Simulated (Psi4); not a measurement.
**NCO (SMILES [N]=C=O) at 4 levels**

Wanted: a comparison of 4 runs (UHF/3-21G, ROHF/6-311+G**, U-r2SCAN/6-31G**, UB3LYP/6-31G*) of NCO. 

The calculation is run with Psi4 1.11.

2 further runs of the same task are left out: 1 that didn't finish, 1 set aside as unsound or not needed.

## (1) The structure to begin with

NCO: 3 atoms, total charge 0, spin state doublet. SMILES: `[N]=C=O`. Geometry: relaxed at PBE0-D4/def2-TZVP.

Bond lengths: N1–C2 1.222 Å, C2–O3 1.171 Å. Angles: N1–C2–O3 180.0°.

## (2) A single-point energy at UHF/3-21G (run 1)

The input, cno.xyz:

```xyz
3
CNO
N      0.968200     0.423100     0.579200
C     -0.013800    -0.006000    -0.008300
O     -0.954400    -0.417100    -0.571000
```

The input, calc.py:

```python
import psi4

psi4.set_memory('1600 MB')
psi4.set_num_threads(1)
psi4.set_output_file('psi4.out', False)

with open('cno.xyz') as f:
    atoms = ''.join(f.readlines()[2:])
molecule = psi4.geometry('0 2\n' + atoms + 'symmetry c1\nno_reorient\nno_com')

options = {'reference': 'uhf', 'puream': True, 'e_convergence': 1e-09, 'd_convergence': 1e-08, 'scf_type': 'pk', 'maxiter': 200}
psi4.set_options(options)

E, wfn = psi4.energy('hf/3-21G', return_wfn=True)
psi4.oeprop(wfn, 'QUADRUPOLE', 'WIBERG_LOWDIN_INDICES', 'MULLIKEN_CHARGES', title='HF')
print(f'hf/3-21G energy: {E:.10f} Eh')
```

Command:

```bash
$ python calc.py
```

psi4.out:

```text
[...]
  Running in c1 symmetry.
[...]
  Nuclear repulsion =   52.268880456139925
[...]
  Multiplicity = 2
[...]
  Nalpha       = 11
  Nbeta        = 10
[...]
    Number of basis functions: 27
[...]
   @UHF iter   1:  -166.10631755654654   -8.15384e-01   1.32241e-02 ADIIS/DIIS
[...]
   @UHF iter  18:  -166.18109179297926   -5.96856e-13   5.23294e-09 DIIS
[...]
   @S^2 Observed:                8.915877684E-01
[...]
    Orbital Energies [Eh]
    ---------------------
    Alpha Occupied:
       1A    -20.618102     2A    -15.574205     3A    -11.350939
       4A     -1.565317     5A     -1.300732     6A     -0.796241
       7A     -0.741068     8A     -0.704573     9A     -0.626403
      10A     -0.535071    11A     -0.485886
    Alpha Virtual:
      12A      0.203661    13A      0.220068    14A      0.325776
      15A      0.682196    16A      0.900905    17A      0.901146
      18A      1.105261    19A      1.283338    20A      1.368569
      21A      1.404562    22A      1.461355    23A      1.777644
      24A      1.790544    25A      1.816896    26A      2.764208
[...]
  @UHF Final Energy:  -166.18109179297926
   => Energetics <=
    Nuclear Repulsion Energy =             52.2688804561399252
    One-Electron Energy =                -329.2958634158831046
    Two-Electron Energy =                 110.8458911667639342
    Total Energy =                       -166.1810917929792595
  UHF NO Occupations:
  HONO-2 :    9  A 1.9881528
  HONO-1 :   10  A 1.9413238
[...]
 Multipole Moments:
 ------------------------------------------------------------------------------------
     Multipole            Electronic (a.u.)      Nuclear  (a.u.)        Total (a.u.)
 ------------------------------------------------------------------------------------
 L = 1.  Multiply by 2.5417464519 to convert [e a0] to [Debye]
 Dipole X            :          1.4754422           -1.7774764           -0.3020342
 Dipole Y            :          0.6449226           -0.7768664           -0.1319438
 Dipole Z            :          0.8839619           -1.0646717           -0.1807098
 Magnitude           :                                                    0.3758854
 L = 2.  Multiply by 1.3450342976 to convert [e a0^2] to [Debye ang]
 Quadrupole XX       :        -63.9139799           49.4594486          -14.4545313
 Quadrupole XY       :        -22.9572261           21.6144293           -1.3427967
[...]
  Mulliken Charges: (a.u.)
   Center  Symbol    Alpha    Beta     Spin     Total
       1     N     4.19203  3.19065  1.00138 -0.38267
       2     C     2.28813  2.91364 -0.62552  0.79823
       3     O     4.51985  3.89571  0.62413 -0.41556
   Total alpha = 11.00000, Total beta = 10.00000, Total charge = -0.00000
  Wiberg Bond Indices using Orthogonal Lowdin Orbitals:
  Total Bond Index:
  Irrep: 1 Size: 3 x 3
[...]
```

The script printed:

```text
hf/3-21G energy: -166.1810917930 Eh
```

It took 1.1 s on 1 thread of INTEL XEON PLATINUM 8581C at 2.30GHz (Emerald Rapids), shared host; peak memory 0.18 GiB.

## (3) The energy at ROHF/6-311+G(d,p) (density fitting) (run 2)

The input, job.py:

```python
import psi4

psi4.set_memory(1600000000)
psi4.set_num_threads(1)
psi4.core.set_output_file('output.dat', False)

geom = psi4.geometry("""
0 2
N      0.968200     0.423100     0.579200
C     -0.013800    -0.006000    -0.008300
O     -0.954400    -0.417100    -0.571000
""")

psi4.set_options({
    'reference': 'rohf',
    'scf_type': 'disk_df',
    'level_shift': 0.5,
    'basis_guess': '3-21G',
    'df_scf_guess': False,
    'maxiter': 80,
})

e, wfn = psi4.energy("hf/6-311+G**", molecule=geom, return_wfn=True)
print('E =', round(e, 9))
for k, v in sorted(psi4.core.scalar_variables().items()):
    print(f'{k:45s} {v:18.10f}')
```

Command:

```bash
$ python job.py
```

output.dat:

```text
[...]
  Running in c1 symmetry.
[...]
  Nuclear repulsion =   52.268880456139911
[...]
  Multiplicity = 2
[...]
  Nalpha       = 11
  Nbeta        = 10
[...]
    Number of basis functions: 27
[...]
   @DF-ROHF iter   1:  -166.10622501951553   -8.15400e-01   9.18677e-03 DIIS
[...]
   @DF-ROHF iter  10:  -167.16354248780493   -1.40888e-08   3.98644e-07 DIIS
[...]
    Orbital Energies [Eh]
    ---------------------
    Doubly Occupied:
       1A    -20.671127     2A    -15.648436     3A    -11.436502
       4A     -1.511353     5A     -1.265648     6A     -0.783691
       7A     -0.689988     8A     -0.652966     9A     -0.634641
      10A     -0.477508
    Singly Occupied:
      11A     -0.274099
[...]
  @DF-ROHF Final Energy:  -167.16354248780493
   => Energetics <=
    Nuclear Repulsion Energy =             52.2688804561399110
    One-Electron Energy =                -330.7693434749098742
    Two-Electron Energy =                 111.3369205309650312
    Total Energy =                       -167.1635424878049321
[...]
 Multipole Moments:
 ------------------------------------------------------------------------------------
     Multipole            Electronic (a.u.)      Nuclear  (a.u.)        Total (a.u.)
 ------------------------------------------------------------------------------------
 L = 1.  Multiply by 2.5417464519 to convert [e a0] to [Debye]
 Dipole X            :          0.0000597           -0.0000003            0.0000594
 Dipole Y            :         -0.0000327            0.0000002           -0.0000326
 Dipole Z            :         -0.1056027           -0.0091017           -0.1147043
 Magnitude           :                                                    0.1147043
[...]
```

The script printed:

```text
E = -167.163542488
CURRENT ENERGY                                   -167.1635424878
CURRENT REFERENCE ENERGY                         -167.1635424878
DD SOLVATION ENERGY                                 0.0000000000
HF KINETIC ENERGY                                 166.9754265706
HF POTENTIAL ENERGY                              -334.1389690584
HF TOTAL ENERGY                                  -167.1635424878
HF VIRIAL RATIO                                     2.0011266084
NUCLEAR REPULSION ENERGY                           52.2688804561
ONE-ELECTRON ENERGY                              -330.7693434749
PCM POLARIZATION ENERGY                             0.0000000000
PE ENERGY                                           0.0000000000
SCF ITERATION ENERGY                             -167.1635424878
SCF ITERATIONS                                     10.0000000000
SCF TOTAL ENERGY                                 -167.1635424878
TWO-ELECTRON ENERGY                               111.3369205310
```

It took 1.2 s on 1 thread of INTEL XEON PLATINUM 8581C at 2.30GHz (Emerald Rapids), shared host; peak memory 0.17 GiB.

## (4) Energy and forces at U-r2SCAN/6-31G(d,p) (spherical functions) (run 3)

The input, run.py:

```python
import psi4

psi4.set_memory('1600 MB')
psi4.set_num_threads(1)
psi4.set_output_file('run.log', False)

geom = psi4.geometry("""
0 2
N      0.968200     0.423100     0.579200
C     -0.013800    -0.006000    -0.008300
O     -0.954400    -0.417100    -0.571000
symmetry c1
no_reorient
no_com
""")

psi4.set_options({
    'basis': '6-31G**',
    'reference': 'uks',
    'puream': True,
    'e_convergence': 1e-09,
    'd_convergence': 1e-08,
    'scf_type': 'pk',
    'dft_radial_points': 99,
    'dft_spherical_points': 590,
    'maxiter': 200,
})

energy_value, wavefunction = psi4.gradient("r2scan", return_wfn=True)
psi4.oeprop(wavefunction, "WIBERG_LOWDIN_INDICES", "DIPOLE", "MAYER_INDICES")
print('gradient / Eh bohr^-1')
print(energy_value.np.round(6))
print(f'energy = {wavefunction.energy():.10f} Eh')
```

Command:

```bash
$ python run.py
```

run.log:

```text
[...]
  Running in c1 symmetry.
[...]
  Nuclear repulsion =   52.268880456139925
[...]
  Multiplicity = 2
[...]
  Nalpha       = 11
  Nbeta        = 10
[...]
    Number of basis functions: 42
[...]
   @UKS iter   1:  -167.83076740938583   -3.26331e-01   1.01932e-02 DIIS/ADIIS
[...]
   @UKS iter  12:  -167.91465530719876   -1.08002e-12   8.69204e-09 DIIS
[...]
   @S^2 Observed:                7.622580539E-01
[...]
    Orbital Energies [Eh]
    ---------------------
    Alpha Occupied:
       1A    -19.091237     2A    -14.252869     3A    -10.202231
       4A     -1.129394     5A     -0.931165     6A     -0.527988
       7A     -0.485422     8A     -0.460768     9A     -0.398790
      10A     -0.342317    11A     -0.298080
    Alpha Virtual:
      12A     -0.002292    13A      0.021116    14A      0.098290
      15A      0.394900    16A      0.500046    17A      0.510327
      18A      0.597960    19A      0.619595    20A      0.718692
      21A      0.748379    22A      0.771692    23A      0.956829
      24A      0.976979    25A      1.007288    26A      1.330909
[...]
  @UKS Final Energy:  -167.91465530719876
   => Energetics <=
    Nuclear Repulsion Energy =             52.2688804561399252
    One-Electron Energy =                -331.1739706928771056
    Two-Electron Energy =                 131.7173296984304329
    DFT Exchange-Correlation Energy =     -20.7268947688920022
    Empirical Dispersion Energy =           0.0000000000000000
    VV10 Nonlocal Energy =                  0.0000000000000000
    Total Energy =                       -167.9146553071987569
[...]
  -Total Gradient:
     Atom            X                  Y                   Z
    ------   -----------------  -----------------  -----------------
       1       -0.018571147551    -0.008118300816    -0.011109364019
       2       -0.007273121411    -0.003173845819    -0.004352773624
       3        0.026147553022     0.011424622764     0.015643600044
[...]
 Multipole Moments:
 ------------------------------------------------------------------------------------
     Multipole            Electronic (a.u.)      Nuclear  (a.u.)        Total (a.u.)
 ------------------------------------------------------------------------------------
 L = 1.  Multiply by 2.5417464519 to convert [e a0] to [Debye]
 Dipole X            :          1.5243049           -1.7774764           -0.2531715
 Dipole Y            :          0.6662791           -0.7768664           -0.1105874
 Dipole Z            :          0.9131931           -1.0646717           -0.1514786
 Magnitude           :                                                    0.3150733
[...]
```

On the terminal:

```text
gradient / Eh bohr^-1
[[-0.018571 -0.008118 -0.011109]
 [-0.007273 -0.003174 -0.004353]
 [ 0.026148  0.011425  0.015644]]
energy = -167.9146553072 Eh
```

Run time: 9.3 s. Hardware: 1 thread of INTEL XEON PLATINUM 8581C at 2.30GHz (Emerald Rapids), shared host; peak memory 0.69 GiB.

## (5) Energy and gradient at UB3LYP/6-31G(d) (Cartesian functions) (run 4)

The input, cno.json:

```json
{
 "schema_name": "qcschema_input",
 "schema_version": 1,
 "molecule": {
  "schema_name": "qcschema_molecule",
  "schema_version": 2,
  "symbols": ["N", "C", "O"],
  "geometry": [1.82963283, 0.79954312, 1.09452937, -0.02607822, -0.01133836, -0.01568473, -1.80355461, -0.78820477, -1.07903362],
  "molecular_charge": 0,
  "molecular_multiplicity": 2,
  "fix_symmetry": "c1"
 },
 "driver": "gradient",
 "model": {
  "method": "b3lyp",
  "basis": "6-31G*"
 },
 "keywords": {
  "reference": "uks",
  "puream": false,
  "e_convergence": 1e-09,
  "d_convergence": 1e-08,
  "scf_type": "pk",
  "dft_radial_points": 99,
  "dft_spherical_points": 590,
  "maxiter": 200
 }
}
```

Command:

```bash
$ psi4 --qcschema cno.json -n 1 --memory 1600MB
```

stdout:

```text
[...]
  Running in c1 symmetry.
[...]
  Nuclear repulsion =   52.268880537421687
[...]
  Multiplicity = 2
[...]
  Nalpha       = 11
  Nbeta        = 10
[...]
    Number of basis functions: 45
[...]
   @UKS iter   1:  -167.91161554028358   -3.84498e-01   1.02116e-02 ADIIS/DIIS
[...]
   @UKS iter  12:  -168.00059870408620   -2.67164e-12   8.15387e-09 DIIS
[...]
   @S^2 Observed:                7.618676757E-01
[...]
    Orbital Energies [Eh]
    ---------------------
    Alpha Occupied:
       1A    -19.270017     2A    -14.412516     3A    -10.350003
       4A     -1.167484     5A     -0.966718     6A     -0.566136
       7A     -0.520525     8A     -0.497917     9A     -0.436090
      10A     -0.366739    11A     -0.329022
    Alpha Virtual:
      12A      0.021454    13A      0.043056    14A      0.114389
      15A      0.371811    16A      0.480011    17A      0.489615
      18A      0.594933    19A      0.607031    20A      0.710612
      21A      0.735143    22A      0.745476    23A      0.948633
      24A      0.965909    25A      1.001692    26A      1.259730
[...]
  @UKS Final Energy:  -168.00059870408620
   => Energetics <=
    Nuclear Repulsion Energy =             52.2688805374216869
    One-Electron Energy =                -331.2275068905735225
    Two-Electron Energy =                 127.7744877633040517
    DFT Exchange-Correlation Energy =     -16.8164601142384313
    Empirical Dispersion Energy =           0.0000000000000000
    VV10 Nonlocal Energy =                  0.0000000000000000
    Total Energy =                       -168.0005987040862010
[...]
 Multipole Moments:
 ------------------------------------------------------------------------------------
     Multipole            Electronic (a.u.)      Nuclear  (a.u.)        Total (a.u.)
 ------------------------------------------------------------------------------------
 L = 1.  Multiply by 2.5417464519 to convert [e a0] to [Debye]
 Dipole X            :          0.0000370           -0.0000003            0.0000367
 Dipole Y            :         -0.0000197            0.0000002           -0.0000195
 Dipole Z            :         -0.2878770           -0.0091017           -0.2969786
 Magnitude           :                                                    0.2969786
[...]
  -Total Gradient:
     Atom            X                  Y                   Z
    ------   -----------------  -----------------  -----------------
       1       -0.000003102254     0.000001722081    -0.015837415256
       2        0.000004193467    -0.000002348569    -0.014530366455
       3       -0.000001088955     0.000000625262     0.030368516764
[...]
```

The result, in JSON:

```text
{
 "driver": "gradient",
 "model": {
  "method": "b3lyp",
  "basis": "6-31G*"
 },
 "success": true,
 "return_result": [-3.102254367834141e-06, 1.7220810172942335e-06, -0.01583741525608784, 4.193467270171644e-06, -2.348569449116481e-06, -0.014530366454778898, -1.0889546038604506e-06, 6.252620854922229e-07, 0.030368516764038622],
 "properties": {
  "calcinfo_nbasis": 45,
  "calcinfo_nmo": 45,
  "calcinfo_nalpha": 11,
  "calcinfo_nbeta": 10,
  "calcinfo_natom": 3,
  "nuclear_repulsion_energy": 52.26888053742169,
  "return_energy": -168.0005987040862,
  "return_gradient": [-3.102254367834141e-06, 1.7220810172942335e-06, -0.01583741525608784, 4.193467270171644e-06, -2.348569449116481e-06, -0.014530366454778898, -1.0889546038604506e-06, 6.252620854922229e-07, 0.030368516764038622],
  "scf_one_electron_energy": -331.2275068905735,
  "scf_two_electron_energy": 127.77448776330405,
  "scf_xc_energy": -16.81646011423843,
  "scf_dipole_moment": [3.6694188981621786e-05, -1.9498410323467836e-05, -0.2969786270319532],
  "scf_total_energy": -168.0005987040862,
  "scf_total_gradient": [-3.102254367834141e-06, 1.7220810172942335e-06, -0.01583741525608784, 4.193467270171644e-06, -2.348569449116481e-06, -0.014530366454778898, -1.0889546038604506e-06, 6.252620854922229e-07, 0.030368516764038622],
  "scf_iterations": 12
 }
}
```

It took 5.4 s on 1 thread of INTEL XEON PLATINUM 8581C at 2.30GHz (Emerald Rapids), shared host; peak memory 0.42 GiB.

## (6) All runs side by side

```csv
run,level,integrals,integral approximation,energy (Eh),dipole moment (D),HOMO energy (eV),LUMO energy (eV),wall time
1,UHF/3-21G,pk,none,-166.181092,0.96,-11.71,0.19,1.1 s
2,ROHF/6-311+G** (density fitting),disk_df,program's default,-167.163542,0.29,–,–,1.2 s
3,U-r2SCAN/6-31G** (spherical functions),pk,none,-167.914655,0.80,-7.71,-6.59,9.3 s
4,UB3LYP/6-31G* (Cartesian functions),pk,none,-168.000599,0.75,-8.54,-5.95,5.4 s
```

## (7) What came out

```
                                 quantity          value
                      run 4: total energy  -168.00060 Eh
                     run 4: dipole moment         0.75 D
run 4: HOMO energy (highest over α and β)       -8.54 eV
 run 4: LUMO energy (lowest over α and β)       -5.95 eV
                              run 4: ⟨S²⟩          0.762
          run 4: largest force on an atom     1.562 eV/Å
```

**Reading.** The dipole moment (its size) runs from 0.29 D (ROHF/6-311+G**) to 0.96 D (UHF/3-21G). The two ends differ in method and basis. Totals of different functionals can't be ranked against each other. Spin contamination of the reference: run 1 ⟨S²⟩ = 0.89. All runs together took 17 s, the longest 9.3 s.
